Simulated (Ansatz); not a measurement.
Relaxation of AlClH$_{5}$N (8 atoms, charge 0, multiplicity 1), to a largest force component of 0.03 eV/Å in at most 50 steps.

All numbers below come from RKS B3LYP-D4/def2-SVP in Ansatz.

```xyz
8
Properties=species:S:1:pos:R:3
Al 0.050 -0.088 -0.154
H 0.108 -0.300 1.401
N 1.594 -0.193 -1.013
H 2.493 -0.357 -0.568
H 1.722 -0.048 -2.009
H -1.300 0.142 -0.935
Cl -0.013 2.767 1.738
H 0.061 1.457 2.007
```

Problem. Where does it end, and by what steps?

Solution. It converged. After 13 steps the energy has fallen by 0.064 eV; H8 moved furthest, 0.56 Å.

```json
{"step": "0", "energy less start (eV)": "0.0000", "largest force component (eV/Å)": "0.991", "accepted": "yes"}
{"step": "1", "energy less start (eV)": "-0.0106", "largest force component (eV/Å)": "0.758", "accepted": "yes"}
{"step": "2", "energy less start (eV)": "-0.0086", "largest force component (eV/Å)": "0.910", "accepted": "no"}
{"step": "3", "energy less start (eV)": "-0.0218", "largest force component (eV/Å)": "0.718", "accepted": "yes"}
{"step": "4", "energy less start (eV)": "-0.0362", "largest force component (eV/Å)": "0.188", "accepted": "yes"}
{"step": "5", "energy less start (eV)": "-0.0408", "largest force component (eV/Å)": "0.404", "accepted": "yes"}
{"step": "6", "energy less start (eV)": "-0.0475", "largest force component (eV/Å)": "0.262", "accepted": "yes"}
{"step": "7", "energy less start (eV)": "-0.0549", "largest force component (eV/Å)": "0.095", "accepted": "yes"}
{"step": "8", "energy less start (eV)": "-0.0579", "largest force component (eV/Å)": "0.138", "accepted": "yes"}
{"step": "9", "energy less start (eV)": "-0.0417", "largest force component (eV/Å)": "0.905", "accepted": "no"}
{"step": "10", "energy less start (eV)": "-0.0619", "largest force component (eV/Å)": "0.162", "accepted": "yes"}
{"step": "11", "energy less start (eV)": "-0.0635", "largest force component (eV/Å)": "0.045", "accepted": "yes"}
{"step": "12", "energy less start (eV)": "-0.0532", "largest force component (eV/Å)": "0.484", "accepted": "no"}
{"step": "13", "energy less start (eV)": "-0.0639", "largest force component (eV/Å)": "0.022", "accepted": "yes"}
```

```xyz
8
Properties=species:S:1:pos:R:3
Al 0.058 -0.111 -0.113
H 0.071 -0.676 1.373
N 1.595 -0.159 -1.008
H 2.493 -0.424 -0.616
H 1.715 0.128 -1.975
H -1.264 0.228 -0.912
Cl -0.005 2.547 1.317
H 0.051 1.848 2.402
```

Whether the end is a true minimum wasn't checked by a vibrational analysis.

Run time: 43 s on 1 thread of Arm Neoverse V1 (shared host), peak memory 0.14 GiB.
